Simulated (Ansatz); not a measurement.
Process, species as SMILES: C1CC=1 → C1C=[C]1 + H atom
B3LYP-D3(BJ)/def2-TZVP geometries, fixed; electronic energies without zero-point terms.

Effect of a fitting basis named in the input at MP2/cc-pVTZ with Ansatz (an electronic-structure program), against the last row, where the bond dissociation energy is 119.12 kcal/mol. Cores are frozen. An unrestricted Hartree-Fock determinant is markedly spin-contaminated. Open shells are unrestricted. The default fits or decomposes integrals by the program's own choice; accuracy: high also tightens integrals, grids and stops.

| setting | largest shift of a total energy (mEh) | shift of the bond dissociation energy (kcal/mol) |
|---|---|---|
| fitting: def2-universal-jkfit and def2-SVP-RIFIT | -1.457 | -0.270 |
| fitting: def2-universal-jkfit and cc-pVDZ-RIFIT | -0.720 | -0.271 |
| fitting: def2-universal-jkfit and cc-pVTZ-RIFIT | 0.147 | -0.008 |
| fitting: def2-universal-jkfit and aug-cc-pVTZ-RIFIT | 0.120 | -0.004 |
| fitting: def2-universal-jkfit and cc-pVQZ-RIFIT | 0.111 | 0.002 |
| fitting: def2-universal-jkfit and aug-cc-pVQZ-RIFIT | 0.100 | 0.005 |
| accuracy: high | -0.002 | 0.000 |
| accuracy: medium (default) | 0.000 | 0.000 |

Within 0.1 kcal/mol in the bond dissociation energy: fitting: def2-universal-jkfit and cc-pVTZ-RIFIT; fitting: def2-universal-jkfit and aug-cc-pVTZ-RIFIT; fitting: def2-universal-jkfit and cc-pVQZ-RIFIT; fitting: def2-universal-jkfit and aug-cc-pVQZ-RIFIT; accuracy: high. The largest shift is 1.457 mEh in a total energy and 0.271 kcal/mol in the difference.
